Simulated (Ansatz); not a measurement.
Basis-set series for `O=[Si]=O`. The species carries charge 0 and has multiplicity 1. Geometry: relaxed with PBE0-D4/def2-TZVP.

```
functional       basis  functions  energy (Eh)  HOMO (eV)  LUMO (eV)
   PBE0-D4    def2-SVP         46   -439.43564      -9.62      -3.08
   PBE0-D4  def2-TZVPP        104   -439.74107      -9.95      -3.46
   ωB97M-V    def2-SVP         46   -439.66467     -11.91      -0.98
   ωB97M-V  def2-TZVPP        104   -439.97463     -12.32      -1.43
```

**Question.** Give the rows for def2-QZVPP. (An estimate is asked.)

**Answer.** Computed: 
```tsv
functional	basis	functions	energy (Eh)	HOMO (eV)	LUMO (eV)
PBE0-D4	def2-QZVPP	184	-439.75988	-10.01	-3.54
ωB97M-V	def2-QZVPP	184	-439.99251	-12.38	-1.53
```
